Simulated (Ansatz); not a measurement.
Species: dimethylether, C₂H₆O, net charge 0, singlet state. 
Geometry from a B3LYP-D3(BJ)/def2-TZVP (Ansatz, a first-principles code) optimisation:
```xyz
9

C      0.0048     1.1709    -0.2006
O      0.0068     0.0028     0.5882
C     -0.0092    -1.1727    -0.1892
H      0.0177     2.0231     0.4773
H      0.8882     1.2176    -0.8515
H     -0.8928     1.2283    -0.8310
H     -0.0065    -2.0184     0.4970
H     -0.9074    -1.2256    -0.8191
H      0.8735    -1.2363    -0.8396
```

Property: atomisation energy (electronic, to ground-state atoms), in eV. Cores are frozen in the correlated levels unless marked. UHF or UKS for open shells. No spin-orbit coupling. Non-relativistic. The coupled-cluster limit lacks core correlation, which all-electron functionals hold. Basis-set limits of correlation are two-point, X^-3; Hartree-Fock from the larger set. The bracket is a focal-point correction in the basis named.

```
level                                                          program  atomisation energy (eV)
-------------------------------------------------------------  -------  -----------------------
wB97X/def2-TZVPD                                                Ansatz               (withheld)
B2GP-PLYP/def2-TZVPD                                            Ansatz                    34.06
CCSD/cc-pVDZ                                                    Ansatz               (withheld)
RI-MP2/CBS(aug-cc-pVTZ,aug-cc-pVQZ)+[CCSD(T)-MP2]/aug-cc-pVTZ   Ansatz                    34.63
```

Q: Complete the blanks.

A: 
- wB97X/def2-TZVPD, atomisation energy (eV): 34.49
- CCSD/cc-pVDZ, atomisation energy (eV): 31.83
